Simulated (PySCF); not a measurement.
**C₂ and its ions**

r²SCAN; C def2-TZVPPD; no relativity (PySCF 2.14). Neutral (UKS): triplet (σ ↑, π ↑), Re = 1.305 Å, ωe = 1690 cm⁻¹, De = 6.31 eV, HOMO -7.93 eV, LUMO -6.56 eV.

C₂⁺ (UKS): quartet (σ ↑, π ↑↑), Re = 1.412 Å, ωe = 1312 cm⁻¹, De = 6.16 eV to C⁺ + C. The energies at the minima are -75.89795 hartree for C2 and -75.46356 for C₂⁺.

Q: Work out the adiabatic ionisation energy, without and with harmonic zero-point energies (1 hartree = 27.2114 eV, 1 eV = 8065.5 cm⁻¹), and the change of the bond length.

A: At r²SCAN: 0.43439 hartree = 11.820 eV between the minima; the zero-point term (1312.0 − 1690.0)/2 cm⁻¹ = -0.023 eV makes it 11.797 eV. Re changes by +10.7 pm against the neutral. The electron leaves a π orbital, and the longer bond of the ion fits a bonding orbital, or a change in how ionic the bond is.

C₂⁻ (UKS): doublet (σ ↑), Re = 1.260 Å, ωe = 1852 cm⁻¹, De = 8.35 eV to C + C⁻. The energies at the minima are -75.89795 hartree for C2 and -76.01740 for C₂⁻.

Q: Work out the adiabatic electron affinity, without and with harmonic zero-point energies (1 hartree = 27.2114 eV, 1 eV = 8065.5 cm⁻¹), and the change of the bond length.

A: At r²SCAN: 0.11945 hartree = 3.250 eV between the minima; the zero-point term (1690.0 − 1852.0)/2 cm⁻¹ = -0.010 eV makes it 3.240 eV. Re changes by -4.5 pm against the neutral. The electron enters a π orbital; the charge polarises the partner, so the anion is bound more strongly.

The highest Kohn–Sham level is positive in this anion. Much of that is self-interaction error, but it also means that the finite basis helps to hold the extra electron. States were picked by a PBE0 search and need not be the measured ground states.
